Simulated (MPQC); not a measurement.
**[B2H5]− (SMILES B[BH3-]): MP2/6-311G(d,p)**

What is the energy change on altering one bond length of [B2H5]− at MP2/6-311G**? 

Program for the calculation: MPQC 2.3.1.

7 further runs of the same task are left out: 4 that didn't finish, 3 set aside as unsound or not needed.

### Step 1. The structure to begin with

The species is [B2H5]− (7 atoms), meant as a singlet with charge -1. SMILES: `B[BH3-]`. The coordinates come from a GFN2-xTB relaxation.

Bond lengths: B1–B2 1.680 Å, B1–H3 1.204 Å, B1–H4 1.203 Å, B2–H5 1.241 Å, B2–H6 1.241 Å, B2–H7 1.240 Å. Angles: B1–B2–H5 110.6°, B1–B2–H6 110.4°, B1–B2–H7 115.9°, B2–B1–H3 126.5°, B2–B1–H4 123.5°, H5–B2–H6 105.3°, H5–B2–H7 107.0°, H6–B2–H7 107.0°, H3–B1–H4 110.0°.

### Step 2. The energy at MP2/6-311G(d,p)

input.in

```
% B2H5
molecule<Molecule>: (
    symmetry = c1
    unit = angstrom
    { atoms geometry } = {
        B  [ 0.210010 -0.813600 0.474350 ]
        B  [ -0.119910 0.613520 -0.349380 ]
        H  [ 1.262150 -1.128320 0.968990 ]
        H  [ -0.606320 -1.678230 0.657480 ]
        H  [ -0.531530 0.371570 -1.495060 ]
        H  [ -1.042200 1.230100 0.207460 ]
        H  [ 0.827810 1.404960 -0.463840 ]
    }
)
basis<GaussianBasisSet>: (
    name = "6-311G**"
    molecule = $:molecule
    puream = yes
)
mpqc: (
    checkpoint = no
    savestate = no
    restart = no
    do_energy = yes
    do_gradient = no
    optimize = no
    mole<MBPT2>: (
        molecule = $:molecule
        basis = $:basis
        memory = 1000000000
        method = mp
        nfzc = 2
        reference<CLHF>: (
            molecule = $:molecule
            basis = $:basis
            total_charge = -1
            memory = 1000000000
            print_evals = yes
            maxiter = 80
            guess_wavefunction<CLHF>: (
                molecule = $:molecule
                total_charge = -1
                memory = 1000000000
                value_accuracy = 1e-3
                basis<GaussianBasisSet>: (
                    name = "3-21G"
                    molecule = $:molecule
                )
            )
        )
    )
)
```

On the command line:

```sh
$ mpqc input.in > input.out
```

What it wrote (excerpt; [...] marks lines left out):

```text
MPQC: Massively Parallel Quantum Chemistry
[...]
  LUMO is     9   A =   0.285154
  total scf energy =  -52.2291459466
[...]
  MP2 correlation energy [au]:         -0.224473576229
  MP2 energy [au]:                    -52.453619522807
Value of the MolecularEnergy:  -52.4536195228
[...]
        symmetry = c1
[...]
```

It took 16 s on 1 thread of Intel Xeon at 2.50GHz (Skylake/Cascade Lake), shared host; peak memory 0.26 GiB.

### Step 3. The distorted shape at the same level

run.in

```
% B2H5
molecule<Molecule>: (
   symmetry = c1
   unit = angstrom
   { atoms geometry } = {
      B  [ 0.394485 -0.936928 0.362972 ]
      B  [ 0.064565 0.490192 -0.460758 ]
      H  [ 1.446625 -1.251648 0.857612 ]
      H  [ -0.421845 -1.801558 0.546102 ]
      H  [ -0.347055 0.248242 -1.606438 ]
      H  [ -1.042200 1.230100 0.207460 ]
      H  [ 1.012285 1.281632 -0.575218 ]
   }
)
basis<GaussianBasisSet>: (
   name = "6-311G**"
   molecule = $:molecule
   puream = yes
)
mpqc: (
   checkpoint = no
   savestate = no
   restart = no
   do_energy = yes
   do_gradient = no
   optimize = no
   mole<MBPT2>: (
      molecule = $:molecule
      basis = $:basis
      memory = 1000000000
      method = mp
      nfzc = 2
      reference<CLHF>: (
         molecule = $:molecule
         basis = $:basis
         total_charge = -1
         memory = 1000000000
         print_evals = yes
         maxiter = 80
         guess_wavefunction<CLHF>: (
            molecule = $:molecule
            total_charge = -1
            memory = 1000000000
            value_accuracy = 1e-3
            basis<GaussianBasisSet>: (
               name = "3-21G"
               molecule = $:molecule
            )
         )
      )
   )
)
```

On the command line:

```sh
$ mpqc run.in > run.out
```

What it wrote (excerpt; [...] marks lines left out):

```text
MPQC: Massively Parallel Quantum Chemistry
[...]
  LUMO is     9   A =   0.276877
  total scf energy =  -52.2170399738
[...]
  MP2 correlation energy [au]:         -0.222421128690
  MP2 energy [au]:                    -52.439461102488
Value of the MolecularEnergy:  -52.4394611025
[...]
        symmetry = c1
[...]
```

It took 19 s on 1 thread of Intel Xeon at 2.50GHz (Skylake/Cascade Lake), shared host; peak memory 0.3 GiB.

### Step 4. Outcome

At MP2/6-311G**, 2 core orbitals frozen:

| quantity | value |
| --- | --- |
| first shape: total energy | -52.45362 Eh |
| first shape: HOMO energy (Hartree–Fock orbitals) | -4.56 eV |
| first shape: LUMO energy (Hartree–Fock orbitals) | 7.76 eV |
| first shape: HOMO–LUMO gap (to an unbound level, set by the basis) | 12.32 eV |
| first shape: correlation energy (2 core orbitals frozen) | -224.5 mEh |
| distorted shape: total energy | -52.43946 Eh |
| distorted shape: HOMO energy (Hartree–Fock orbitals) | -4.43 eV |
| distorted shape: LUMO energy (Hartree–Fock orbitals) | 7.53 eV |
| distorted shape: HOMO–LUMO gap (to an unbound level, set by the basis) | 11.96 eV |
| distorted shape: correlation energy (2 core orbitals frozen) | -222.4 mEh |
| energy change with the B2–H6 bond stretched from 1.241 to 1.490 Å | 0.385 eV |

With the B2–H6 bond stretched from 1.241 to 1.490 Å the energy rises by 0.39 eV (8.9 kcal/mol). The first shape isn't relaxed at this level, so the change isn't measured from a minimum.
